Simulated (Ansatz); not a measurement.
`CC(=N)CF` + H₂ → `CC(C)=N` + H–F at 400 K and 1 bar (hydrogenolysis of a C–F bond).

Program: Ansatz. Geometries: PBE0-D4/def2-TZVP. ΔE: electronic, gas phase. CCSD(T)/CBS adds triple-zeta CCSD(T) − MP2 to the extrapolated MP2 energy (def2 sets, frozen cores). This one scheme is used for every species. Each species was taken in one conformer, which may not be the lowest.

```json
{"species": "`CC(=N)CF`", "CCSD(T)/CBS energy (Eh)": "-272.24145", "H − E (kJ/mol)": "264.2", "S (J/(mol·K))": "343.7"}
{"species": "H₂", "CCSD(T)/CBS energy (Eh)": "-1.17544", "H − E (kJ/mol)": "38.0", "S (J/(mol·K))": "139.0"}
{"species": "`CC(C)=N`", "CCSD(T)/CBS energy (Eh)": "-173.06293", "H − E (kJ/mol)": "279.7", "S (J/(mol·K))": "323.6"}
{"species": "H–F", "CCSD(T)/CBS energy (Eh)": "-100.39570", "H − E (kJ/mol)": "36.5", "S (J/(mol·K))": "182.2"}
```

H − E and S are ideal-gas, rigid-rotor, harmonic terms from PBE0-D4/def2-TZVP, for one conformer and one mirror image of each species. The MP2-based limit puts H₂ 0.8 mEh under its directly extrapolated value; such offsets cancel only in part. 1 Eh = 2625.50 kJ/mol, R = 8.31446 J/(mol·K).

**Question.** By hand: ΔE, ΔH, ΔS and ΔG.

**Answer.** ΔE = (-173.06293) + (-100.39570) − (-272.24145) − (-1.17544) = -0.04174 Eh = -109.6 kJ/mol. Δ(H − E) = 279.7 + 36.5 − 264.2 − 38.0 = 14.0, so ΔH = -95.6 kJ/mol. ΔS = 323.6 + 182.2 − 343.7 − 139.0 = 23.1 J/(mol·K). ΔG = -95.6 − 400 × (23.1)/1000 = -104.8 kJ/mol.

**Question.** By hand: the equilibrium constant, and the temperature at which ΔG would vanish if ΔH and ΔS stayed fixed.

**Answer.** log₁₀ K = −ΔG/(RT ln 10) = 13.7. ΔH and −TΔS have one sign here, so there is no such temperature.

ΔH outweighs TΔS. A doubt of 5 kJ/mol in ΔE shifts log₁₀ K by 0.7 here. Other conformers and mirror images would add mixing entropy, several J/(mol·K) or more a flexible species. These are equilibria of isolated gas molecules and say nothing of rates. Largest T1 diagnostic: 0.012 (customary marks: 0.02 for closed shells, 0.045 for open ones).
